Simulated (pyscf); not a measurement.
Thermochemistry of product channels of H₃Si–AsH₂ (SMILES [SiH3][AsH2]) + H₂O (SMILES O) on the singlet surface, in kcal/mol, from ωB97M-D3(BJ)/def2-TZVP energies (ideal gas, 1 atm, RRHO with modes under 100 cm⁻¹ raised to 100, one conformer, R ln 2 for rigid chiral ones). PySCF, gas phase, ωB97X-D3(BJ)/def2-SVP geometries.

| products | ΔE | ΔH(298 K) | ΔG(600 K) | ΔG(900 K) |
|---|---|---|---|---|
| HO–AsH–SiH₃ (SMILES O[AsH][SiH3]) + H₂ (SMILES [H][H]) | +14.3 | +11.6 | +14.9 | +15.9 |
| HO–SiH₂–AsH₂ (SMILES O[SiH2][AsH2]) + H₂ (SMILES [H][H]) | -15.4 | -18.1 | -14.8 | -13.9 |

These are energies of the channels, which say nothing of barriers. Elements up to Kr have no core potential and no relativistic terms here.
